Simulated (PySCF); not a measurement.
Molecule: chlorobenzene (SMILES C1=CC=CC(Cl)=C1).

Bonds (- single, = double, # triple, : aromatic): Cl1-C2 1.734 Å, C2:C3 1.394 Å, C3:C4 1.393 Å, C4:C5 1.394 Å, C5:C6 1.394 Å, C6:C7 1.393 Å, C7:C2 1.394 Å. C3 carries H8; C4 carries H9; C5 carries H10; C6 carries H11; C7 carries H12.

Geometry PBE0-D3(BJ)/def2-SVP throughout; GIAO in PySCF, gas phase, one conformer, non-relativistic; equivalent atoms averaged; basis pcSseg-1.

For orientation, OPBE gives these shifts δ (against HCl, TMS at the same level): Cl1 251.2, C2 137.8, C4/C6 127.0, C3/C7 126.6, C5 123.2, H8/H12 7.35, H9/H11 7.39, H10 7.24 ppm.

A run gave: Cl1 268.2, C2 145.3, C4/C6 132.5, C3/C7 132.3, C5 128.6, H8/H12 7.28, H9/H11 7.27, H10 7.14 ppm (shifts δ (against HCl, TMS at the same level)).

Q: Which functional was used in that run?
A. KT2
B. PBE
C. PBE0
D. KT3

A: B. Cl1 tells them apart best: PBE gives 268.2, PBE0 gives 236.8, KT3 gives 241.9, KT2 gives 251.8 ppm.
